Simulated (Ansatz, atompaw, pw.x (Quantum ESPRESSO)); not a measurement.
**What a changed setting does to a pw.x run (diamond Li)**

Potential: PAW, atompaw 4.2.0.5, PBEsol; core [He], reference 2s1 2p0; waves: 2s (bound): rc 3.00 bohr; 2s channel at 0.15 Ry: rc 3.00 bohr; 2p (bound, empty): rc 2.18 bohr; 2p channel at 0.45 Ry: rc 3.00 bohr; local part: bessel scheme, radius 2.25 bohr; core correction: smooth core density matched at 2.00 bohr; augmentation: besselshape compensation charge, radius 2.55 bohr; PAW radius 3.00 bohr; waves and projectors: custom polynom vanderbiltortho.

The reference run (k-mesh 8³, cutoffs 40/400 Ry, Fermi–Dirac 0.01 Ry, mixing_beta 0.4, conv_thr 1e-9, no spin) gives 0.04 GPa at 25.938 Å³/atom, where all-electron LAPW gives -0.02 GPa. This run, with its own iteration cap, changes smearing to mp.

```
&control
  calculation='scf', prefix='x', pseudo_dir='./', outdir='./tmp', tstress=.true., disk_io='none'
/
&system
  ibrav=0, nat=2, ntyp=1, ecutwfc=40, ecutrho=400, nbnd=8,
  occupations='smearing', smearing='mp', degauss=0.01
/
&electrons
  conv_thr=1e-09, mixing_beta=0.4, electron_maxstep=60
/
ATOMIC_SPECIES
Li 1.0 Li.UPF
CELL_PARAMETERS angstrom
  0.00000000 2.96013939 2.96013939
  2.96013939 0.00000000 2.96013939
  2.96013939 2.96013939 0.00000000
ATOMIC_POSITIONS crystal
Li 0.0000 0.0000 0.0000
Li 0.2500 0.2500 0.2500
K_POINTS automatic
8 8 8 0 0 0
```

```bash
pw.x < Li.scf.in > Li.scf.out
```

**Question.** How does the run end?

**Answer.** It converges in 7 iterations; the free energy moves by +12.6 meV/atom and the pressure by +0.00 GPa. This scheme is built to cancel the term in the square of the width that Fermi–Dirac smearing leaves in the F of a metal.

```
Message from routine setup:
     using ibrav=0 with symmetry is DISCOURAGED, use correct ibrav instead
     lattice parameter (alat)  =       7.9109  a.u.
     unit-cell volume          =     350.0766 (a.u.)^3
     number of electrons       =         2.00
     number of Kohn-Sham states=            8
     kinetic-energy cutoff     =      40.0000  Ry
     charge density cutoff     =     400.0000  Ry
     scf convergence threshold =      1.0E-09
     Exchange-correlation= SLA PW PSX PSC
     number of k points=    29  Methfessel-Paxton smearing, width (Ry)=  0.0100
     iteration #  1     ecut=    40.00 Ry     beta= 0.40
     total energy              =      -7.32935380 Ry
     estimated scf accuracy    <       0.00072701 Ry
     iteration #  2     ecut=    40.00 Ry     beta= 0.40
     negative rho (up, down):  1.158E-05 0.000E+00
     total energy              =      -7.32926491 Ry
     estimated scf accuracy    <       0.00025936 Ry
     iteration #  3     ecut=    40.00 Ry     beta= 0.40
     negative rho (up, down):  4.649E-06 0.000E+00
     total energy              =      -7.32928154 Ry
     estimated scf accuracy    <       0.00000103 Ry
     iteration #  4     ecut=    40.00 Ry     beta= 0.40
     negative rho (up, down):  1.916E-05 0.000E+00
     total energy              =      -7.32928383 Ry
     estimated scf accuracy    <       0.00000273 Ry
     iteration #  5     ecut=    40.00 Ry     beta= 0.40
     negative rho (up, down):  1.917E-05 0.000E+00
     total energy              =      -7.32928387 Ry
     estimated scf accuracy    <          2.2E-09 Ry
     iteration #  6     ecut=    40.00 Ry     beta= 0.40
     negative rho (up, down):  1.924E-05 0.000E+00
     total energy              =      -7.32928388 Ry
     estimated scf accuracy    <          1.9E-09 Ry
     iteration #  7     ecut=    40.00 Ry     beta= 0.40
     negative rho (up, down):  1.921E-05 0.000E+00
     the Fermi energy is     0.0880 ev
!    total energy              =      -7.32928388 Ry
     estimated scf accuracy    <          9.4E-11 Ry
     smearing contrib. (-TS)   =      -0.00018643 Ry
     convergence has been achieved in   7 iterations
     negative rho (up, down):  1.921E-05 0.000E+00
          total   stress  (Ry/bohr**3)                   (kbar)     P=        0.35
     Message from routine punch:
     Nothing written, as per user request (disk_io='none')
```

The run took about 4.7 s on one core of a shared host (Intel(R) Xeon(R) 6975P-C, 192 threads, 1512 GiB, load 68).
